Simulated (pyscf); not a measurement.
Single points on ωB97X-D3(BJ)/def2-SVP structures (PySCF, gas phase). Correlated levels are frozen-core, on RHF or UHF. ΔMP2 is the change of the MP2 total energy from the triple- to the quadruple-zeta basis.

Problem. PBE/def2-TZVP puts the barrier of `[CH2]=[CH2]` + `[CH4]` → `[CH3][CH2][CH3]` (addition across a multiple bond or ene-type step; singlet surface; C–H broken, C–C, C–H formed) at 306.2 kJ/mol and the reaction energy at -99.3 kJ/mol, from the separated reactants. What do B3LYP-D3(BJ)/def2-TZVP, ωB97M-D3(BJ)/def2-TZVP, CCSD(T)/def2-TZVPP + ΔMP2(QZVPP) give on the same structures?

Solution. B3LYP-D3(BJ): ΔE‡ = 340.1 kJ/mol, ΔE = -92.6 kJ/mol; ωB97M-D3(BJ): ΔE‡ = 359.9 kJ/mol, ΔE = -101.2 kJ/mol; CCSD(T): ΔE‡ = 333.2 kJ/mol, ΔE = -97.8 kJ/mol. PBE's barrier lies under all of them, by 27.0 to 53.7 kJ/mol. Its reaction energy lies among theirs. Low barriers are usual for a GGA, whose delocalisation error favours stretched bonds. On the product side the descent ends in a point that may be a rotor saddle (no frequency run), 12.5 kJ/mol over the lowest minimum found and 467.2 kJ/mol under the saddle at ωB97X-D3(BJ)/def2-TZVP. At ωB97X-D3(BJ)/def2-TZVP the barrier from the zero used here is 369.0 kJ/mol. From the product side, CH₃• + •H₂C–CH₃ lies, by one bond made or cut, 59.5 kJ/mol under this saddle at ωB97M-D3(BJ)/def2-TZVP. One saddle was located; it need not be the lowest between these sides. One closed-shell reference is unstable to symmetry breaking; treat the single-reference values with care. The CCSD(T) − MP2 part came from Ansatz, without density fitting, on the same reference.
